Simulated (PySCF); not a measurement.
Species: fluoroacetylene, C2HF.
SMILES with atom numbers: `[CH:1]#[C:2][F:3]` (hydrogens: H4 on C1)

Geometry (PBE0-D3(BJ)/def2-SVP, Å), atoms numbered from 1 in this order:
```xyz
4
C2HF angstrom
C     -0.6117   -0.0001    0.0052
C      0.5190   -0.0001   -0.4072
F      1.7121    0.0002   -0.8427
H     -1.6194    0.0000    0.3730
```

Level: CAM-B3LYP/def2-SVPD in PySCF, non-relativistic, on one gas-phase PBE0-D3(BJ)/def2-SVP geometry that isn't relaxed in the solvent. The solvent is an IEF-PCM continuum (cavity from Bondi-type radii × 1.2), and excitations are vertical TDDFT with non-equilibrium linear response and a frozen core. The model holds no explicit solvent molecules, cavitation or dispersion.

```
run  E − E(gas) (kcal/mol)  HOMO (eV)  HOMO–LUMO gap (eV)  dipole (D)  lowest singlet (eV)  static polarisability (au)
gas                   0.00      -9.74               10.79        0.71                 7.10                        23.1
  P                  -1.16      -9.73               10.78        0.85                 7.13                        27.0
  Q                  -1.63      -9.74               10.77        0.90                 7.12                        28.8
```

Q: The runs were made in chloroform and dimethylsulfoxide. Which run belongs to which solvent?

A: P = chloroform, Q = dimethylsulfoxide. The dielectric constants are 4.711 (chloroform), 46.83 (dimethylsulfoxide), and the energy falls further as ε rises. The optical constants n² used for the excitations are 2.09, 2.19 in the same order. In this model the ground state sees the solvent through ε alone.

Q: How constant is the ratio of the lowering to (ε − 1)/(2ε + 1)?

A: 
```tsv
solvent	(ε − 1)/(2ε + 1)	E − E(gas) (kcal/mol)	ratio (kcal/mol)	polarisation term (kcal/mol)
chloroform	0.356	-1.16	-3.2	-1.24
dimethylsulfoxide	0.484	-1.63	-3.4	-1.79
```

The ratio changes by +3.5 % in size from chloroform to dimethylsulfoxide. The polarisation term is half the interaction of the solute with the induced surface charges.
